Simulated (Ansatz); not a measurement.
All numbers were calculated with Ansatz.

Basis-set series for C$_{3}$H$_{4}$O$_{2}$, SMILES `C1=COCO1`. The species carries charge 0 and has multiplicity 1. The structure was optimised at the PBE0-D4/def2-TZVP level.

| functional | basis | functions | energy (Eh) | HOMO (eV) | LUMO (eV) |
| --- | --- | --- | --- | --- | --- |
| PBE0-D4 | def2-SVP | 90 | -266.62403 | -5.82 | 0.96 |
| PBE0-D4 | def2-TZVPP | 211 | -266.93171 | -5.93 | 0.76 |
| ωB97M-V | def2-SVP | 90 | -266.81821 | -8.10 | 3.23 |
| ωB97M-V | def2-TZVPP | 211 | -267.13553 | -8.20 | 2.90 |

**Question.** Give the rows for def2-QZVPP. (An estimate is asked.)

**Answer.** The calculation gave: 
```csv
functional,basis,functions,energy (Eh),HOMO (eV),LUMO (eV)
PBE0-D4,def2-QZVPP,405,-266.94633,-5.97,0.66
ωB97M-V,def2-QZVPP,405,-267.14951,-8.24,2.24
```

Positive LUMOs are unbound and depend on the basis.
